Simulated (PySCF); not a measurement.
## How well do the runs reproduce experiment for CFCl3?

**The experiment to reproduce.**

NIST CCCBDB Release 22 (SRD 101), experimental dipoles lists, for the gas: dipole moment (microwave Stark effect, vibrational ground state) 0.46 ± 0.02 D.

The runs below try to reproduce these values; the comparison stands at the end.

Species: CFCl3.
SMILES with atom numbers: `[F:1][C:2]([Cl:3])([Cl:4])[Cl:5]`

Structure used (GFN2-xTB), in Å, numbered top down from 1:
```
atom  x, y, z in Å
F1     0.0603   -0.1410    1.3961
C2     0.0046   -0.0063    0.0667
Cl3   -0.4579    1.6606   -0.3126
Cl4    1.6028   -0.3706   -0.6039
Cl5   -1.2011   -1.1397   -0.5634
```

Runs made with PySCF (gas phase, on this GFN2-xTB geometry; no spin–orbit coupling):

| level | job | basis functions | wall time |
| --- | --- | --- | --- |
| B3LYP/MINI | shieldings | 37 | 1.3 s |
| B97-D/MINI | shieldings | 37 | 1.9 s |
| BLYP/MINI | shieldings | 37 | 2.4 s |
| BP86/MINI | shieldings | 37 | 2.2 s |
| HF/MINI | shieldings | 37 | 0.62 s |
| KT2/MINI | shieldings | 37 | 1.9 s |
| KT3/MINI | shieldings | 37 | 1.7 s |
| LDA/MINI | shieldings | 37 | 1.6 s |
| OPBE/MINI | shieldings | 37 | 1.9 s |
| PBE/MINI | shieldings | 37 | 2.0 s |
| PW91/pcseg-1 | shieldings | 82 | 5.3 s |
| X3LYP/pcseg-1 | shieldings | 82 | 4.2 s |

Hardware: Intel Xeon at 2.30 GHz, one thread, no GPU, shared host.

**Comparison with experiment**

**Dipole moment.** Measured: 0.46 D (NIST CCCBDB Release 22 (SRD 101), experimental dipoles).

```csv
level,computed (D),computed − measured (D),% (from the printed values)
B3LYP/MINI,0.11,-0.35,-76
B97-D/MINI,0.02,-0.44,-96
BLYP/MINI,0.03,-0.43,-93
BP86/MINI,0.02,-0.44,-96
HF/MINI,0.28,-0.18,-39
KT2/MINI,0.08,-0.38,-83
KT3/MINI,0.07,-0.39,-85
LDA/MINI,0.03,-0.43,-93
OPBE/MINI,0.08,-0.38,-83
PBE/MINI,0.04,-0.42,-91
PW91/pcseg-1,0.37,-0.09,-20
X3LYP/pcseg-1,0.47,+0.01,+2
```

The computed dipoles belong to one fixed geometry; measured ones are averaged over vibrations unless marked μe. Magnitudes are compared, not signs.

The geometry is computed, not the measured one. Where a level misses, the cause wasn't examined.
